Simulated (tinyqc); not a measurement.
Pariser-Parr-Pople SCF with singles CI, for the molecule C=C1C=C1 (SMILES; centres numbered as the heavy atoms are written), step by step. Computed by tinyqc, a small Python program that keeps every step. Settings: charge = 0, gamma = MN, start = core, damping = 0.3, iteration cap = 55, excitations kept = 4. Command: `OMP_NUM_THREADS=1 python tinyqc.py 23035 23036 out.jsonl` (the two numbers bound the seeds that draw the settings). One thread of a shared host (Intel(R) Xeon(R) Processor @ 2.60GHz), about 0.01 s of CPU time with the checks. Later iterations appear only in the table of the cycle.

## PPP integrals

Centres (angstrom, eV; a flat drawing with bonds scaled to 1.40 angstrom):
```
centre          x          y  core charge z          W   gamma_rr
1C       1.656000   0.000000              1  11.390000  10.800000
2C       0.256000   0.000000              1  11.390000  10.800000
3C      -0.956000   0.700000              1  11.390000  10.800000
4C      -0.956000  -0.700000              1  11.390000  10.800000
```

Resonance integrals (eV):
```
i  j       beta
1  2  -2.390000
2  3  -2.390000
3  4  -2.390000
4  2  -2.390000
```

Mataga-Nishimoto: gamma = 14.399645/(R + a), a = 2 x 14.399645/(gamma_rr + gamma_ss); H_rr = -W_r - sum_(s != r) z_s gamma_rs; H_rs = beta for bonds.

repulsion gamma_rs (eV):
```
           1C         2C         3C         4C
1C  10.800000   5.268226   3.566500   3.566500
2C   5.268226  10.800000   5.268953   5.268953
3C   3.566500   5.268953  10.800000   5.268226
4C   3.566500   5.268953   5.268226  10.800000
```

core matrix H (eV):
```
            1C          2C          3C          4C
1C  -23.791227   -2.390000    0.000000    0.000000
2C   -2.390000  -27.196133   -2.390000   -2.390000
3C    0.000000   -2.390000  -25.493680   -2.390000
4C    0.000000   -2.390000   -2.390000  -25.493680
```

## Starting guess

pi electrons, sum of z_r less the charge = 4

Orbitals of the core matrix H.

P at the start:
```
           1C        2C         3C         4C
1C   0.844609  0.855815  -0.348880  -0.348880
2C   0.855815  1.366085   0.258420   0.258420
3C  -0.348880  0.258420   0.894653   0.894653
4C  -0.348880  0.258420   0.894653   0.894653
```

## Iteration 1: Fock matrix

F_rr = H_rr + P_rr gamma_rr / 2 + sum_(s != r) P_ss gamma_rs; F_rs = H_rs - P_rs gamma_rs / 2; E = tr P (H + F) / 2 + core repulsion sum_(r<s) z_r z_s gamma_rs.

F (eV):
```
           1C         2C         3C         4C
1C  -5.651933  -4.644314   0.622140   0.622140
2C  -4.644314  -5.941913  -3.070803  -3.070803
3C   0.622140  -3.070803  -5.739184  -4.746617
4C   0.622140  -3.070803  -4.746617  -5.739184
```

pi energy = -50.465225 eV

## Iteration 1: orbitals and new P

Diagonalise F (the basis is taken as orthonormal) and form P = 2 sum c c over the lowest orbitals; 0.3 of the old P is kept.

orbital energies (eV): -13.569794  -8.685583  -0.992567  0.175731

P after iteration 1:
```
           1C        2C         3C         4C
1C   1.120481  0.869790  -0.312334  -0.312334
2C   0.869790  1.104584   0.316428   0.316428
3C  -0.312334  0.316428   0.887468   0.887468
4C  -0.312334  0.316428   0.887468   0.887468
```

## Iteration 2: Fock matrix

As before.

F (eV):
```
           1C         2C         3C         4C
1C  -5.591125  -4.681125   0.556970   0.556970
2C  -4.681125  -5.976382  -3.223621  -3.223621
3C   0.556970  -3.223621  -6.209778  -4.727690
4C   0.556970  -3.223621  -4.727690  -6.209778
```

pi energy = -51.078172 eV

## Iteration 2: orbitals and new P

As before.

orbital energies (eV): -14.086718  -8.645936  -1.482088  0.227680

P after iteration 2:
```
           1C        2C         3C         4C
1C   1.201741  0.876577  -0.298107  -0.298107
2C   0.876577  1.022148   0.330409   0.330409
3C  -0.298107  0.330409   0.888055   0.888055
4C  -0.298107  0.330409   0.888055   0.888055
```

## Iteration 3: Fock matrix

As before.

F (eV):
```
           1C         2C         3C         4C
1C  -5.582417  -4.699004   0.531600   0.531600
2C  -4.699004  -5.987244  -3.260454  -3.260454
3C   0.531600  -3.260454  -6.348044  -4.729238
4C   0.531600  -3.260454  -4.729238  -6.348044
```

pi energy = -51.265975 eV

## Iteration 3: orbitals and new P

As before.

orbital energies (eV): -14.240222  -8.642399  -1.618806  0.235679

P after iteration 3:
```
           1C        2C         3C         4C
1C   1.225236  0.879825  -0.292365  -0.292365
2C   0.879825  0.995799   0.332978   0.332978
3C  -0.292365  0.332978   0.889482   0.889482
4C  -0.292365  0.332978   0.889482   0.889482
```

## Convergence

Stop when output and input P, before any damping, agree to 1e-7.

Course of the cycle:
```
iteration        E (eV)  largest |P(out) - P(in)|
1          -50.46522539                  3.94e-01
2          -51.07817172                  1.18e-01
3          -51.26597550                  3.76e-02
4          -51.32302759                  1.23e-02
5          -51.34028548                  4.14e-03
6          -51.34549312                  1.45e-03
7          -51.34706206                  5.29e-04
8          -51.34753422                  2.03e-04
9          -51.34767620                  8.16e-05
10         -51.34771887                  3.42e-05
11         -51.34773168                  1.62e-05
12         -51.34773553                  7.82e-06
13         -51.34773669                  3.75e-06
14         -51.34773704                  1.79e-06
15         -51.34773714                  8.54e-07
16         -51.34773717                  4.07e-07
17         -51.34773718                  1.93e-07
18         -51.34773718                  9.19e-08
```

Converged in 18 iterations.

## Converged orbitals

Charges are z - P_rr.

orbital energies (eV): -14.300874  -8.653044  -1.663590  0.229724

coefficients:
```
         MO1        MO2        MO3        MO4
1C  0.245295   0.746193   0.000000  -0.618891
2C  0.573523   0.402998   0.000000   0.713206
3C  0.552676  -0.374692   0.707107  -0.232713
4C  0.552676  -0.374692  -0.707107  -0.232713
```

pi charges: 1C -0.233948, 2C 0.017327, 3C 0.108311, 4C 0.108311

## Singles CI, singlets

Over the 4 single excitations with the smallest orbital gaps: A = (e_a - e_i) delta + 2 (ia|jb) - (ij|ab), with (pq|rs) = sum c_mp c_mq gamma_mn c_nr c_ns. f = 2/3 w |mu|^2 in atomic units, mu = sqrt2 sum c_ia sum_m c_mi c_ma R_m.

singlet CI matrix (eV):
```
           2>3       2>4        1>3        1>4
2>3   3.445267  0.000000  -0.834226   0.000000
2>4   0.000000  6.169284   0.000000   0.363816
1>3  -0.834226  0.000000   9.160894   0.000000
1>4   0.000000  0.363816   0.000000  10.641325
```

singlet excitation energies (eV): 3.325996  6.139880  9.280165  10.670730

oscillator strengths: 0.048862  0.800337  0.573163  0.001657

## Singles CI, triplets

Over the 4 single excitations with the smallest orbital gaps: A = (e_a - e_i) delta - (ij|ab), with (pq|rs) = sum c_mp c_mq gamma_mn c_nr c_ns.

triplet CI matrix (eV):
```
          2>3        2>4       1>3        1>4
2>3  1.892009   0.000000  1.456850   0.000000
2>4  0.000000   2.179207  0.000000  -1.150186
1>3  1.456850   0.000000  5.781528   0.000000
1>4  0.000000  -1.150186  0.000000   8.435355
```

triplet excitation energies (eV): 1.406851  1.974449  6.266686  8.640114
